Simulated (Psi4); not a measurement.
**[NH4]+ (ammonium) at A-CCSD(T)/def2-TZVPP**

Wanted: the energy of [NH4]+ (ammonium). 

The results are computed with Psi4 1.11.

3 further runs of the same task are left out: 3 set aside as unsound or not needed.

## (1) The molecule

The species is [NH4]+ (5 atoms), meant as a singlet with charge +1. As SMILES, `[NH4+]`. The N1–H3 distance was set to 2.574 Å, away from the relaxed value. At this shape a bond of the SMILES string is far longer than usual.

Bond lengths: N1–H2 1.030 Å, N1–H4 1.030 Å, N1–H5 1.030 Å. Angles: H2–N1–H4 109.4°, H2–N1–H5 109.5°, H4–N1–H5 109.5°.

## (2) The energy at A-CCSD(T)/def2-TZVPP

The input, h4n.dat:

```
memory 1600 mb

molecule {
  1 1
  N      1.467095    -0.326195    -0.354861
  H      1.922885    -0.776965     0.450799
  H     -0.977900     0.217540     0.236550
  H      1.491095    -0.963595    -1.163071
  H      1.964895     0.544235    -0.588821
  units angstrom
}

set globals {
  basis def2-TZVPP
  reference rhf
  scf_type pk
}

energy_value, wavefunction = energy("a-ccsd(t)", return_wfn=True)
```

Command:

```sh
psi4 h4n.dat h4n.out -n 1
```

**Question.** What will come out? Wanted: total energy; HOMO energy; LUMO energy; HOMO–LUMO gap; correlation energy; T1 diagnostic.

Answer, from the run:

Level: A-CCSD(T)/def2-TZVPP.

| quantity | value |
| --- | --- |
| total energy | -56.62745 Eh |
| HOMO energy (Hartree–Fock orbitals) | -18.29 eV |
| LUMO energy (Hartree–Fock orbitals) | -9.76 eV |
| HOMO–LUMO gap (Hartree–Fock orbitals) | 8.53 eV |
| correlation energy | -317.8 mEh |
| T1 diagnostic | 0.070 |

**Reading.** The T1 diagnostic of 0.070 is above the customary mark for such species, so a single reference may not serve.
